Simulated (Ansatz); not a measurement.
A made-up structure of C2H4N (charge -1), closed shell:

C1  (-0.675, 0.359, -0.332)
C2  (1.386, -0.427, 0.424)
N3  (0.114, -0.625, 0.525)
H4  (-1.370, 0.927, 0.301)
H5  (-0.024, 1.067, -0.886)
H6  (-1.301, -0.192, -1.046)
H7  (1.888, -1.133, 1.035)
(Å)

It is relaxed with PBE-D4/def2-SVPD and then PBE0-D4/def2-TZVPD (Ansatz 0.2.0). Atoms count as bonded within 1.22 times the sum of their covalent radii (H–H: 0.88 Å). The end point is not checked to be a true minimum.

(1) Does its bonding change? (A judgement: the text doesn't fix the answer.)

Answers

(1) Computed: No: no bond forms or breaks.

Where it ends: The first stage lowers the energy by 0.17 eV in 5 steps. It ends as C₂H₄N ([CH][N][CH3]), total charge -1:
```tsv
atom	x (Å)	y (Å)	z (Å)
C1	-0.6709	0.3491	-0.3236
C2	1.3949	-0.4004	0.4028
N3	0.1207	-0.5659	0.4757
H4	-1.3640	0.9159	0.3173
H5	-0.0352	1.0611	-0.8827
H6	-1.2959	-0.2090	-1.0379
H7	1.8681	-1.1758	1.0702
```

Labels in which every atom is bracketed show which atoms are joined, not bond orders.

For scale, one of the runs: PBE0-D4/def2-TZVPD relaxation, 147 basis functions, launched by `ansatz run in.yaml --threads 2 --pin off --events-out ev --progress --plain --max-ram 4352MiB`. Hardware: 2 CPU threads of an Arm Neoverse V1, shared host. Wall time about 15 s.
